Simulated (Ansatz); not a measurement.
Born–Oppenheimer molecular dynamics of CH5N + O2S (10 atoms, charge 0, multiplicity 1). It starts from a relaxed structure.

Computed with RKS B3LYP/6-31G (Ansatz).

```json
{"ensemble": "NVT, Nosé–Hoover chain", "time step": "0.5 fs", "steps asked": "150", "set temperature": "1000 K", "thermostat": "time constant 100 fs, chain length 3 (defaults)", "seed": "376755"}
```

First frame:

```xyz
10
Properties=species:S:1:pos:R:3
C 0.689 -0.139 -0.994
N -0.623 -0.422 -0.398
H 0.609 0.393 -1.948
H 1.226 -1.077 -1.154
H 1.269 0.473 -0.286
H -1.014 -1.340 -0.576
H -1.316 0.318 -0.477
O 1.110 0.643 1.839
S -0.383 0.019 2.008
O -1.567 1.132 1.985
```

**Question.** How far do the bonds stretch over the last three quarters of this one trajectory? (Pairs bonded in most of those frames.)

**Answer.** 
```json
{"bond": "C1–N2", "mean (Å)": "1.472", "spread (Å)": "0.044", "shortest": "1.41", "longest": "1.55"}
{"bond": "C1–H3", "mean (Å)": "1.097", "spread (Å)": "0.012", "shortest": "1.07", "longest": "1.12"}
{"bond": "C1–H4", "mean (Å)": "1.099", "spread (Å)": "0.034", "shortest": "1.05", "longest": "1.15"}
{"bond": "C1–H5", "mean (Å)": "1.105", "spread (Å)": "0.012", "shortest": "1.09", "longest": "1.13"}
{"bond": "N2–H6", "mean (Å)": "1.026", "spread (Å)": "0.054", "shortest": "0.93", "longest": "1.11"}
{"bond": "N2–H7", "mean (Å)": "1.021", "spread (Å)": "0.013", "shortest": "1.00", "longest": "1.05"}
{"bond": "O8–S9", "mean (Å)": "1.651", "spread (Å)": "0.045", "shortest": "1.57", "longest": "1.71"}
{"bond": "S9–O10", "mean (Å)": "1.622", "spread (Å)": "0.016", "shortest": "1.59", "longest": "1.66"}
```

Mean temperature of the second half: 521 K. The conserved energy stayed within 0.65 meV per atom of its start (net change 0.17 meV per atom), so the integration is sound. The mean temperature of the second half is 48 % below the set value. A run of 0.075 ps of so small a system gives no equilibrium averages. Limits of this set-up: no polarisation functions.

Run time: 7.4 min on 1 thread of Arm Neoverse V2, with other jobs on the host, peak memory 0.13 GiB.
